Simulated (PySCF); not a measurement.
Species: C₅H₇F.
SMILES with atom numbers: `[F:1][C@@:2]12[CH2:3][CH2:4][C@@H:5]1[CH2:6]2` (hydrogens: H7, H8 on C3; H9, H10 on C4; H11 on C5; H12, H13 on C6)

Jobs on this species (13 atoms, 46 electrons) with PySCF (density fitting). Hardware of each: Arm Neoverse V2, one thread, shared host. Times come from a shared host and carry two figures at best. Peak memory is the resident size of the whole Python process, interpreter and libraries included.

```
                                                                 level and settings                                                          work  basis functions  SCF cycles  wall time  peak memory
      delta-SCF UKS HF, pcX-2 on the ionised atom, pcseg-1 elsewhere, spin-free X2C                                 ΔSCF core ionisation, 6 holes              150           ?          ?            ?
delta-SCF UKS SCAN, def2-TZVP on the ionised atom, pcseg-1 elsewhere, spin-free X2C                                 ΔSCF core ionisation, 6 holes              136           ?          ?            ?
 delta-SCF UKS SCAN, pcX-2 on the ionised atom, pcseg-1 elsewhere, non-relativistic                                 ΔSCF core ionisation, 6 holes              150           ?          ?            ?
                                                 PBE0-D3(BJ)/def2-SVP, grid level 1  geometry optimisation from a GFN2-xTB start shaken at random              119          61       49 s     0.51 GiB
     delta-SCF UKS PBE, pcX-2 on the ionised atom, pcseg-1 elsewhere, spin-free X2C                                 ΔSCF core ionisation, 6 holes              150          96       26 s     0.56 GiB
    delta-SCF UKS PBE0, pcX-2 on the ionised atom, pcseg-1 elsewhere, spin-free X2C                                 ΔSCF core ionisation, 6 holes              150          89       45 s     0.59 GiB
    delta-SCF UKS SCAN, pcX-1 on the ionised atom, pcseg-1 elsewhere, spin-free X2C                                 ΔSCF core ionisation, 6 holes              129         100       37 s     0.50 GiB
   delta-SCF UKS B3LYP, pcX-2 on the ionised atom, pcseg-1 elsewhere, spin-free X2C                                 ΔSCF core ionisation, 6 holes              150          89       46 s     0.61 GiB
    delta-SCF UKS SCAN, pcX-2 on the ionised atom, pcseg-1 elsewhere, spin-free X2C                                 ΔSCF core ionisation, 6 holes              150         101       47 s     0.53 GiB
```

Task: Fill in the missing figures.

Result: 
- delta-SCF UKS HF, pcX-2 on the ionised atom, pcseg-1 elsewhere, spin-free X2C; ΔSCF core ionisation, 6 holes: 25 s, 0.58 GiB, 88 SCF cycles
- delta-SCF UKS SCAN, def2-TZVP on the ionised atom, pcseg-1 elsewhere, spin-free X2C; ΔSCF core ionisation, 6 holes: 42 s, 0.50 GiB, 98 SCF cycles
- delta-SCF UKS SCAN, pcX-2 on the ionised atom, pcseg-1 elsewhere, non-relativistic; ΔSCF core ionisation, 6 holes: 45 s, 0.56 GiB, 101 SCF cycles

Task: What do all jobs in the table cost together?

Result: About 6.0 min; the longest takes about 14 % of that, and about 2 times as long as the shortest.
